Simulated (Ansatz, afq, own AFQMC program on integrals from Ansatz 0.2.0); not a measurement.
**BSiH3 (triplet): quantum Monte Carlo beside coupled cluster at distance Si1–B2 = 6.615 Å, cc-pVDZ**

How near does AFQMC come to the top of the ladder for BSiH3 (triplet)?

Method: cc-pVDZ, frozen cores; program: Ansatz 0.2.0, Gaussian basis, and an in-house AFQMC program (afq) on its integrals; all values are calculated.

Plan: PBE (unrestricted); r2SCAN (unrestricted); PBE0 (unrestricted); B3LYP (unrestricted); wB97M-V (unrestricted); B2PLYP (unrestricted); CCSD(T) on UHF; CCSDT(Q) on UHF; Phaseless AFQMC, CISD trial on UHF; Phaseless AFQMC, single-determinant trial on UHF.

4 further runs of the same task are left out: 4 that didn't finish.

### Step 1. The geometry

The geometry derives from a PBE0/def2-TZVP stationary point (not a proven minimum). One bond is set to the value named and the two fragments are kept rigid.

5 atoms, charge 0, spin multiplicity 3.

Atoms are counted from 1 here; the program's logs count them from 0.

Bond lengths: Si1–H3 1.498 Å, B2–H4 1.198 Å, B2–H5 1.192 Å. Angles: H4–B2–H5 121.6°.

### Step 2. PBE (unrestricted)

in.yaml

```yaml
crystal:
  periodic: [false, false, false]
  atoms:
    - {symbol: Si, position_ang: [0.000000, -0.627506, 3.999400]}
    - {symbol: B, position_ang: [0.000000, -0.026828, -2.588271]}
    - {symbol: H, position_ang: [0.000000, 0.553425, 4.921269]}
    - {symbol: H, position_ang: [0.000000, 1.084809, -3.033622]}
    - {symbol: H, position_ang: [0.000000, -0.983899, -3.298776]}
basis:
  gaussian: {orbitals: cc-pVDZ}
magnetization: {spin_polarized: true, initial_magnetization: 2}
hamiltonian: {xc: {name: PBE}}
output: {orbitals: {seedname: orbitals}}
```

On the command line:

```
$ ansatz run in.yaml --threads 1 --pin off --events-out ev --progress --plain --max-ram 1382MiB
```

The log of the run:

```text
Functional definition: PBE
  name "PBE"
  cite "Perdew, Burke & Ernzerhof, Phys. Rev. Lett. 77, 3865 (1996) doi:10.1103/PhysRevLett.77.3865"
  parent pbe
  parameter kappa = 0.804
  parameter beta = 0.06672455060314922
  exchange = pbe_x(kappa = kappa, mu = beta*pi^2/3)
  correlation = pbe_c(beta = beta)
566 factors; their error is unknown
mean field evaluation 1: about -8580.4448 eV, gradient 2.1e1 eV
mean field evaluation 2: about -8428.6578 eV, gradient 6.0e1 eV
mean field evaluation 4: about -8590.5554 eV, gradient 3.5e0 eV
mean field evaluation 8: about -8590.6777 eV, gradient 1.2e-1 eV
mean field evaluation 16: about -8590.6567 eV, gradient 3.1e-4 eV
mean field evaluation 32: about -8590.6569 eV, gradient 1.4e-2 eV
mean field evaluation 64: about -8582.8761 eV, gradient 1.2e1 eV
mean field -8590.66099885 eV, -315.7009687487 hartree, gradient 2.1e-6 eV, S^2 2.005464; 6 other end points of the search recorded, 0 dependent functions left out
reference -8590.66104378 eV, -315.7009703998 hartree; 12, 10 occupied and 35, 37 virtual orbitals, 566 factors
Total energy: -8590.66104378 eV, -315.7009703998 hartree
```

Wall time 9 s (1 thread of Arm Neoverse N1, shared host).

From the report: ⟨S²⟩ of the determinant 2.005 (pure triplet: 2.00).

### Step 3. r2SCAN (unrestricted)

in.yaml, as its differences from that of step 2:

```diff
@@ -11,3 +11,2 @@
 magnetization: {spin_polarized: true, initial_magnetization: 2}
-hamiltonian: {xc: {name: PBE}}
-output: {orbitals: {seedname: orbitals}}
+hamiltonian: {xc: {name: r2SCAN}}
```

Launched as before.

The log of the run, shortened:

```text
Functional definition: r2SCAN
  name "r2SCAN"
  cite "Furness, Kaplan, Ning, Perdew & Sun, J. Phys. Chem. Lett. 11, 8208 (2020) doi:10.1021/acs.jpclett.0c02405"
  cite "Furness, Kaplan, Ning, Perdew & Sun, J. Phys. Chem. Lett. 11, 9248 (2020) doi:10.1021/acs.jpclett.0c03077"
  parent r2scan
[...]
566 factors; their error is unknown
[...]
mean field -8594.88640753 eV, -315.8562496536 hartree, gradient 2.1e-6 eV, S^2 2.010339; 6 other end points of the search recorded, 0 dependent functions left out
reference -8594.88642238 eV, -315.8562501992 hartree; 12, 10 occupied and 35, 37 virtual orbitals, 566 factors
Total energy: -8594.88642238 eV, -315.8562501992 hartree
```

It took 22 s on 1 thread of Arm Neoverse N1, shared host.

From the report: ⟨S²⟩ of the determinant 2.010 (pure triplet: 2.00).

### Step 4. PBE0 (unrestricted)

in.yaml, as its differences from that of step 3:

```diff
@@ -11,2 +11,3 @@
 magnetization: {spin_polarized: true, initial_magnetization: 2}
-hamiltonian: {xc: {name: r2SCAN}}
+hamiltonian: {xc: {name: PBE0}}
+output: {orbitals: {seedname: orbitals}}
```

Same command.

The log of the run, shortened:

```text
Functional definition: PBE0
  name "PBE0"
  cite "Adamo & Barone, J. Chem. Phys. 110, 6158 (1999) doi:10.1063/1.478522"
  cite "Perdew, Burke & Ernzerhof, Phys. Rev. Lett. 77, 3865 (1996) doi:10.1103/PhysRevLett.77.3865"
  parent pbe
[...]
450 factors; integrals over basis functions are off by at most 1.2e-3 eV
[...]
mean field -8591.81751576 eV, -315.7434699611 hartree, gradient 9.6e-6 eV, S^2 2.007094; 4 other end points of the search recorded, 0 dependent functions left out
reference -8591.81754948 eV, -315.7434712005 hartree; 12, 10 occupied and 35, 37 virtual orbitals, 450 factors
Total energy: -8591.81754948 eV, -315.7434712005 hartree
```

It took 4.4 s on 1 thread of Arm Neoverse N1, shared host.

From the report: ⟨S²⟩ of the determinant 2.007 (pure triplet: 2.00).

### Step 5. B3LYP (unrestricted)

in.yaml, as its differences from that of step 4:

```diff
@@ -11,3 +11,2 @@
 magnetization: {spin_polarized: true, initial_magnetization: 2}
-hamiltonian: {xc: {name: PBE0}}
-output: {orbitals: {seedname: orbitals}}
+hamiltonian: {xc: {name: B3LYP}}
```

Launched as before.

The log of the run, shortened:

```text
Functional definition: B3LYP
  name "B3LYP"
  cite "Stephens, Devlin, Chabalowski & Frisch, J. Phys. Chem. 98, 11623 (1994) doi:10.1021/j100096a001"
  cite "Becke, Phys. Rev. A 38, 3098 (1988) doi:10.1103/PhysRevA.38.3098"
  cite "Lee, Yang & Parr, Phys. Rev. B 37, 785 (1988) doi:10.1103/PhysRevB.37.785"
  cite "Vosko, Wilk & Nusair, Can. J. Phys. 58, 1200 (1980) doi:10.1139/p80-159"
[...]
450 factors; integrals over basis functions are off by at most 1.2e-3 eV
[...]
mean field -8597.16108858 eV, -315.9398426404 hartree, gradient 7.0e-6 eV, S^2 2.005065; 7 other end points of the search recorded, 0 dependent functions left out
reference -8597.16138361 eV, -315.9398534822 hartree; 12, 10 occupied and 35, 37 virtual orbitals, 450 factors
Total energy: -8597.16138361 eV, -315.9398534822 hartree
```

It took 8.5 s on 1 thread of Arm Neoverse N1, shared host.

From the report: ⟨S²⟩ of the determinant 2.005 (pure triplet: 2.00).

### Step 6. wB97M-V (unrestricted)

in.yaml, as its differences from that of step 5:

```diff
@@ -11,2 +11,3 @@
 magnetization: {spin_polarized: true, initial_magnetization: 2}
-hamiltonian: {xc: {name: B3LYP}}
+hamiltonian: {xc: {name: wB97M-V}}
+output: {orbitals: {seedname: orbitals}}
```

Same command.

The log of the run, shortened:

```text
Functional definition: wB97M-V
  name "wB97M-V"
  cite "Mardirossian & Head-Gordon, J. Chem. Phys. 144, 214110 (2016) doi:10.1063/1.4952647"
  cite "Becke, J. Chem. Phys. 107, 8554 (1997) doi:10.1063/1.475007"
  cite "Vydrov & Van Voorhis, J. Chem. Phys. 133, 244103 (2010) doi:10.1063/1.3521275"
  # Of w^i u^j: cxij and so on, Table III.
[...]
  gx(w, u) = 1 - cx + cx01*u + cx10*w
  gss(w, u) = css00 + css04*u^4 + css10*w + css20*w^2 + css43*w^4*u^3
  gos(w, u) = cos00 + cos10*w + (cos20 + cos21*u)*w^2 + (cos60 + cos61*u)*w^6
[...]
      + integral(e_c_pw_mod_opposite_spin*gos(b97_w_opposite, b97_u_opposite)) + vv10(b, c)
450 factors; integrals over basis functions are off by at most 1.2e-3 eV
169 factors; integrals over basis functions are off by at most 1.3e-5 eV
[...]
mean field -8594.90785564 eV, -315.8570378570 hartree, gradient 3.0e-6 eV, S^2 2.002043; 2 other end points of the search recorded, 0 dependent functions left out
reference -8594.90790383 eV, -315.8570396280 hartree; 12, 10 occupied and 35, 37 virtual orbitals, 450 factors
Total energy: -8594.90790383 eV, -315.8570396280 hartree
```

It took 21 s on 1 thread of Arm Neoverse N1, shared host.

From the report: ⟨S²⟩ of the determinant 2.002 (pure triplet: 2.00).

### Step 7. B2PLYP (unrestricted)

in.yaml, as its differences from that of step 6:

```diff
@@ -11,3 +11,3 @@
 magnetization: {spin_polarized: true, initial_magnetization: 2}
-hamiltonian: {xc: {name: wB97M-V}}
-output: {orbitals: {seedname: orbitals}}
+hamiltonian: {xc: {name: B2PLYP}}
+correlation: {electrons: outside_noble_gas}
```

Same command.

The log of the run, shortened:

```text
Functional definition: B2PLYP
  name "B2PLYP"
  cite "Grimme, J. Chem. Phys. 124, 034108 (2006) doi:10.1063/1.2148954"
  cite "Becke, Phys. Rev. A 38, 3098 (1988) doi:10.1103/PhysRevA.38.3098"
  cite "Lee, Yang & Parr, Phys. Rev. B 37, 785 (1988) doi:10.1103/PhysRevB.37.785"
[...]
450 factors; integrals over basis functions are off by at most 1.2e-3 eV
[...]
mean field -8590.75685775 eV, -315.7044914981 hartree, gradient 6.7e-10 eV, S^2 2.008788; 6 other end points of the search recorded, 0 dependent functions left out
6 core orbitals not correlated: weight in the atoms' cores, before any rotation towards them, 1.000 or more for the frozen orbitals, at most 0.000 for the correlated occupied ones
reference -8590.75704553 eV, -315.7044983991 hartree; 6, 4 occupied and 35, 37 virtual orbitals, 450 factors
second order -4.48887174 eV of doubles, -0.00000000 eV of singles
Total energy: -8591.96904090 eV, -315.7490384075 hartree
```

Wall time 8 s (1 thread of Arm Neoverse N1, shared host).

From the report: ⟨S²⟩ of the determinant 2.009 (pure triplet: 2.00).

### Step 8. CCSD(T) on UHF

in.yaml, as its differences from that of step 7:

```diff
@@ -11,3 +11,2 @@
 magnetization: {spin_polarized: true, initial_magnetization: 2}
-hamiltonian: {xc: {name: B2PLYP}}
-correlation: {electrons: outside_noble_gas}
+correlation: {method: ccsd_t, electrons: outside_noble_gas, hamiltonian_folder: ham}
```

Launched as before.

The log of the run, shortened:

```text
Functional definition: HF
  name "HF"
  cite "Fock, Z. Phys. 61, 126 (1930) doi:10.1007/BF01340294"
  parent pbe
[...]
450 factors; integrals over basis functions are off by at most 1.2e-3 eV
[...]
mean field -8576.52301815 eV, -315.1814075409 hartree, gradient 3.2e-9 eV, S^2 2.019453; 19 other end points of the search recorded, 0 dependent functions left out
determinant -8576.52301815 eV, -315.1814075409 hartree, with singles and doubles -8581.29052297 eV, -315.3566101114 hartree
determinant -8576.51863351 eV, -315.1812464084 hartree, with singles and doubles -8581.28667440 eV, -315.3564686792 hartree
determinant -8575.57822214 eV, -315.1466869279 hartree, with singles and doubles -8579.74805021 eV, -315.2999252830 hartree
determinant -8574.91751889 eV, -315.1224065313 hartree, with singles and doubles -8579.81969154 eV, -315.3025580534 hartree
[...]
determinant -8574.16672883 eV, -315.0948155055 hartree, with singles and doubles -8578.86157034 eV, -315.2673477487 hartree
determinant -8573.96612424 eV, -315.0874434229 hartree, with singles and doubles -8578.27384377 eV, -315.2457491957 hartree
determinant -8576.52301815 eV, -315.1814075409 hartree, with singles and doubles -8581.29099490 eV, -315.3566274547 hartree
determinant -8576.51863351 eV, -315.1812464084 hartree, with singles and doubles -8581.28692372 eV, -315.3564778416 hartree
6 core orbitals not correlated: weight in the atoms' cores, before any rotation towards them, 1.000 or more for the frozen orbitals, at most 0.000 for the correlated occupied ones
reference -8576.52301815 eV, -315.1814075409 hartree; 6, 4 occupied and 35, 37 virtual orbitals, 450 factors
second order -3.56756438 eV of doubles, -0.00000000 eV of singles
cycle   1  -4.76797753 eV  change   -7.8e-7 eV  update   2.8e-6
perturbative correction -0.07659749 eV, -0.0028149060 hartree
Total energy: -8581.36759318 eV, -315.3594423894 hartree
```

Wall time 13 s (1 thread of Arm Neoverse N1, shared host).

From the report: ⟨S²⟩ of the determinant 2.019 (pure triplet: 2.00); correlation -4.8446 eV; T1 0.013; largest double amplitude 0.08.

This run also writes the integrals to the folder ham.

### Step 9. CCSDT(Q) on UHF

in.yaml, as its differences from that of step 8:

```diff
@@ -11,2 +11,2 @@
 magnetization: {spin_polarized: true, initial_magnetization: 2}
-correlation: {method: ccsd_t, electrons: outside_noble_gas, hamiltonian_folder: ham}
+correlation: {method: ccsdt_q, electrons: outside_noble_gas}
```

Launched as before.

The log of the run, shortened:

```text
Functional definition: HF
  name "HF"
  cite "Fock, Z. Phys. 61, 126 (1930) doi:10.1007/BF01340294"
  parent pbe
[...]
827 factors; integrals over basis functions are off by at most 1.7e-7 eV
[...]
mean field -8576.52303026 eV, -315.1814079858 hartree, gradient 7.5e-8 eV, S^2 2.019456; 19 other end points of the search recorded, 0 dependent functions left out
determinant -8576.52303026 eV, -315.1814079858 hartree, with singles and doubles -8581.29053754 eV, -315.3566106470 hartree
determinant -8576.51864928 eV, -315.1812469878 hartree, with singles and doubles -8581.28669332 eV, -315.3564693746 hartree
determinant -8575.57824164 eV, -315.1466876447 hartree, with singles and doubles -8579.74805360 eV, -315.2999254078 hartree
determinant -8574.91753170 eV, -315.1224070022 hartree, with singles and doubles -8579.81970810 eV, -315.3025586620 hartree
[...]
determinant -8573.96614516 eV, -315.0874441915 hartree, with singles and doubles -8578.27384841 eV, -315.2457493663 hartree
determinant -8576.52303026 eV, -315.1814079858 hartree, with singles and doubles -8581.29100987 eV, -315.3566280049 hartree
determinant -8576.51864928 eV, -315.1812469878 hartree, with singles and doubles -8581.28694245 eV, -315.3564785297 hartree
6 core orbitals not correlated: weight in the atoms' cores, before any rotation towards them, 1.000 or more for the frozen orbitals, at most 0.000 for the correlated occupied ones
reference -8576.52303026 eV, -315.1814079858 hartree; 6, 4 occupied and 35, 37 virtual orbitals, 827 factors
second order -3.56759455 eV of doubles, -0.00000000 eV of singles
cycle   1  -4.39609089 eV  change   -8.3e-1 eV  update   7.7e-2
[...]
cycle  22  -4.86929792 eV  change   -2.9e-7 eV  update   8.9e-7
perturbative correction -0.00168870 eV, -0.0000620587 hartree
Total energy: -8581.39401688 eV, -315.3604134425 hartree
```

Run time: 59 s. Hardware: 1 thread of Arm Neoverse N1, shared host; peak memory 0.33 GiB.

From the report: ⟨S²⟩ of the determinant 2.019 (pure triplet: 2.00); correlation -4.8710 eV; T1 0.013; largest double amplitude 0.09.

### Step 10. Phaseless AFQMC, CISD trial on UHF

It reads the integrals that the CCSD(T) run on this determinant wrote.

On the command line:

```
$ afq ham --method phaseless --trial cisd --walkers 60 --populations 1 --least-time 40 --time-step 0.005 --steps-per-block 50 --equilibration-blocks 40 --max-blocks 300 --target-error 0.00076 --factor-cut 1e-05 --start spin_pure --seed 5561 --release-times 0.24,0.51,0.99,1.62,2.4 --release-step 0.03 --release-every 4 --taylor-order 6
```

The log of the run:

```text
orbitals 41  electrons 6 4  factors 279 of 450
reference energy -315.18140754 Eh
CCSD correlation -0.17521988 Eh in 15 cycles, weight of the determinant in the CISD state 0.8836
energy of the start -315.356154 Eh
 block  time / (1/Eh)  mean weight  energy / Eh
     1     0.250  0.9993  -315.353859
     2     0.500  0.9984  -315.354163
     3     0.750  0.9999  -315.355941
     4     1.000  0.9990  -315.356344
     5     1.250  0.9986  -315.357299
     6     1.500  0.9993  -315.357798
     7     1.750  0.9994  -315.359153
     8     2.000  0.9993  -315.359221
     9     2.250  0.9977  -315.359597
    10     2.500  1.0012  -315.358137
    11     2.750  0.9985  -315.360779
    16     4.000  0.9998  -315.360590
    21     5.250  0.9998  -315.358443
    26     6.500  0.9998  -315.358907
    31     7.750  0.9983  -315.359263
    36     9.000  1.0001  -315.359822
    41    10.250  0.9993  -315.360368
    46    11.500  1.0001  -315.357812
    51    12.750  1.0002  -315.359136
    56    14.000  0.9972  -315.360172
    61    15.250  1.0010  -315.360197
    66    16.500  0.9992  -315.360888
    71    17.750  1.0000  -315.358564
    76    19.000  1.0011  -315.356430
    81    20.250  1.0027  -315.358742
    86    21.500  0.9991  -315.360189
    91    22.750  0.9983  -315.362119
    96    24.000  1.0019  -315.359604
   101    25.250  0.9998  -315.357493
   106    26.500  0.9986  -315.358098
   111    27.750  0.9987  -315.365289
   116    29.000  0.9975  -315.365722
   121    30.250  0.9982  -315.360866
   126    31.500  1.0020  -315.358292
   131    32.750  1.0013  -315.359455
   136    34.000  1.0006  -315.360718
   141    35.250  0.9991  -315.358552
   146    36.500  0.9995  -315.358974
   151    37.750  1.0017  -315.361112
   156    39.000  1.0004  -315.361185
   161    40.250  1.0013  -315.363911
   166    41.500  1.0011  -315.359172
   171    42.750  1.0021  -315.359003
   176    44.000  0.9992  -315.358353
   181    45.250  0.9989  -315.358851
   186    46.500  0.9985  -315.360344
   191    47.750  1.0007  -315.363213
   196    49.000  0.9994  -315.360162
blocks merged  error / Eh  count
     1  0.000159  160
     2  0.000201  80
     4  0.000258  40
     8  0.000296  20
    16  0.000371  10
released: time / (1/Eh)  energy / Eh  error  mean overlap
  0.24  -315.360110  0.000277  0.9892
  0.51  -315.360240  0.000252  0.9908
  0.99  -315.360038  0.000226  1.0002
  1.62  -315.360689  0.000322  0.9652
  2.40  -315.360186  0.000342  0.9632
energy -315.360038 +/- 0.000296 Eh
```

It took 9.5 min on 1 thread of Arm Neoverse N1, shared host.

Energy -8581.3838 ± 0.0081 eV. Caveats: constraint bias not in the error. The error still grows with block length (0.0070 to 0.0101 eV), so the bar may be too small.

### Step 11. Phaseless AFQMC, single-determinant trial on UHF

It reads the integrals that the CCSD(T) run on this determinant wrote.

On the command line:

```
$ afq ham --method phaseless --trial hf --walkers 120 --populations 1 --least-time 40 --time-step 0.005 --steps-per-block 20 --equilibration-blocks 160 --max-blocks 600 --target-error 0.00228 --factor-cut 1e-05 --start spin_pure --seed 328 --taylor-order 6
```

The log of the run:

```text
orbitals 41  electrons 6 4  factors 279 of 450
reference energy -315.18140754 Eh
CCSD correlation -0.17521988 Eh in 15 cycles, weight of the determinant in the CISD state 0.8836
energy of the start -315.181650 Eh
 block  time / (1/Eh)  mean weight  energy / Eh
     1     0.100  1.0004  -315.210255
     2     0.200  1.0005  -315.234795
     3     0.300  1.0006  -315.256823
     4     0.400  1.0002  -315.270336
     5     0.500  0.9999  -315.285963
     6     0.600  1.0025  -315.297202
     7     0.700  0.9986  -315.300777
     8     0.800  1.0002  -315.305282
     9     0.900  0.9991  -315.312315
    10     1.000  1.0009  -315.318834
    15     1.500  1.0004  -315.336282
    29     2.900  1.0004  -315.350070
    43     4.300  1.0001  -315.350381
    57     5.700  0.9997  -315.365475
    71     7.100  0.9999  -315.345822
    85     8.500  1.0010  -315.348490
    99     9.900  1.0009  -315.375459
   113    11.300  1.0002  -315.351965
   127    12.700  0.9998  -315.343310
   141    14.100  0.9960  -315.356937
   155    15.500  1.0000  -315.352310
   169    16.900  1.0007  -315.368162
   183    18.300  1.0006  -315.357652
   197    19.700  1.0005  -315.348737
   211    21.100  1.0008  -315.342386
   225    22.500  1.0002  -315.359258
   239    23.900  1.0009  -315.335923
   253    25.300  1.0002  -315.337056
   267    26.700  1.0008  -315.365975
   281    28.100  1.0002  -315.365636
   295    29.500  0.9998  -315.369982
   309    30.900  0.9978  -315.374933
   323    32.300  0.9998  -315.359632
   337    33.700  1.0004  -315.350584
   351    35.100  1.0012  -315.343444
   365    36.500  1.0017  -315.354084
   379    37.900  1.0002  -315.366213
   393    39.300  1.0011  -315.364611
   407    40.700  0.9998  -315.358898
   421    42.100  1.0016  -315.352885
   435    43.500  1.0005  -315.360114
   449    44.900  0.9997  -315.353102
   463    46.300  0.9992  -315.343507
   477    47.700  0.9994  -315.340720
   491    49.100  0.9995  -315.361415
   505    50.500  0.9997  -315.354548
   519    51.900  0.9997  -315.346320
   533    53.300  1.0001  -315.348203
   547    54.700  1.0017  -315.368698
blocks merged  error / Eh  count
     1  0.000509  400
     2  0.000678  200
     4  0.000902  100
     8  0.001128  50
    16  0.001396  25
    32  0.001648  12
energy -315.355700 +/- 0.001396 Eh
```

It took 7 min on 1 thread of Arm Neoverse N1, shared host.

Energy -8581.2658 ± 0.0380 eV. Caveats: constraint bias not in the error.

### Step 12. All levels side by side

On the UHF determinant, counted from CCSDT(Q) (a yardstick, not exact):

| level | energy (eV) | from CCSDT(Q) (kJ/mol) | statistical error (kJ/mol) | time |
| --- | --- | --- | --- | --- |
| HF | -8576.5230 | +470.0 |  |  |
| MP2 | -8580.0906 | +125.8 |  |  |
| CCSD | -8581.2910 | +9.9 |  |  |
| CCSD(T) | -8581.3676 | +2.5 |  |  |
| CCSDT(Q) | -8581.3940 | 0.0 |  |  |
| Phaseless AFQMC, CISD trial, step 0.005, 60 walkers | -8581.3838 | +1.0 | 0.8 | 9.5 min |
| Phaseless AFQMC, single-determinant trial, step 0.005, 120 walkers | -8581.2658 | +12.4 | 3.7 | 7 min |

The functionals' totals stand on their own zeros and serve differences with other points: PBE -8590.661 eV; r2SCAN -8594.886 eV; PBE0 -8591.818 eV; B3LYP -8597.161 eV; wB97M-V -8594.908 eV; B2PLYP -8591.969 eV.

### Step 13. Summary of results

```
                                                      quantity               value
                                  CCSD(T) on UHF from CCSDT(Q)         +2.5 kJ/mol
              Phaseless AFQMC, CISD trial on UHF from CCSDT(Q)   +1.0 ± 0.8 kJ/mol
Phaseless AFQMC, single-determinant trial on UHF from CCSDT(Q)  +12.4 ± 3.7 kJ/mol
```

**Reading.** On UHF the phaseless walk with the CISD trial lies +1.0 kJ/mol from CCSDT(Q), within three error bars. Error bars are statistical and leave out the constraint, the time step and what remains of the start.
